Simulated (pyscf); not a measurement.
Single points on ωB97X-D3(BJ)/def2-SVP structures (PySCF, gas phase).

Question: For the elementary gas-phase step H₂Al–AsH₂ -> AsH₃ + AlH [singlet] (singlet surface; Al–As, Al–H broken, As–H formed), what barrier and reaction energy does ωB97M-D3(BJ)/def2-TZVP give, measured from the reactant's lowest minimum found?

Answer: ΔE‡ = 59.7 kcal/mol, ΔE = +38.9 kcal/mol. CCSD(T)/def2-TZVPP + ΔMP2(QZVPP) gives 56.6 kcal/mol and +40.8 kcal/mol. Zero-point energy shifts the barrier by -1.2 kcal/mol. It is a 1,1-elimination, with an imaginary mode of 1003i cm⁻¹. On the product side the descent ends in an adduct with a Al–As contact, 10.3 kcal/mol under the separated species and 26.1 kcal/mol under the saddle at ωB97X-D3(BJ)/def2-TZVP. What is counted as broken (Al–As) persists as a longer contact in the product adduct; parting that adduct is a step of its own. At ωB97X-D3(BJ) the barrier from the zero used here is 63.8 kcal/mol. One saddle was located; it need not be the lowest between these sides. A restricted solution here is unstable towards spin polarisation, so biradical character is likely and single-reference numbers are less safe. The CCSD(T) − MP2 part came from Ansatz, without density fitting, on the same reference. The frozen core leaves the outer d or s,p core shells of the metals and heavy elements correlated in the MP2 and CC values, and def2-TZVPP describes them poorly, which can shift differences by a few kcal/mol. Elements up to Kr have no core potential and no relativistic terms here.
